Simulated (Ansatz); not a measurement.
Pyrite PtSb2, treated with rVV10 in Ansatz (PAW).

Numerical settings: plane-wave cutoff 520 eV, 6×6×6 k mesh, Fermi–Dirac smearing 0.01 eV, scalar-relativistic PAW data made under PBE.

The volume scan:

```tsv
V (Å³/atom)	E − E_lowest (meV/atom)	P (GPa)
23.292	12.77	4.38
23.777	3.08	2.06
24.263	0.00	0.01
24.748	2.76	-1.80
25.233	10.69	-3.40
```

**Question.** Estimate the bulk modulus from the pressures at 23.777 and 24.748 Å³/atom, and compare it with a fit to all energies.

**Answer.** B = −V dP/dV. Between V = 23.777 and 24.748 Å³/atom, dP/dV = (-1.80 − (2.06))/(24.748 − 23.777) = -3.98 GPa per Å³/atom; at the midpoint 24.263 Å³/atom this gives B ≈ 96.5 GPa. The third-order Birch–Murnaghan fit gives V0 = 24.266 Å³/atom, B0 = 96.3 GPa, B′ = 5.2, which lies within 1 % of that estimate.

Shape and atoms are relaxed at each volume.

Measured, for comparison: equilibrium volume per atom 22.26 Å³/atom (temperature not stated, not corrected to a static lattice; as tabulated in Saeed et al. (2013), arXiv:1402.4256). Computed (rounded) less measured: equilibrium volume per atom +9.0 %.

Note: the gap of the solid is closed in this run; this level leaves the solid without a gap, although one is measured; the bulk modulus comes from volumes at which shape and atoms were relaxed.

Spin–orbit coupling is not included; it can open a gap where bands touch, and shift volumes and moduli.

Computed values are for the static lattice.

Ansatz is a first-principles code.
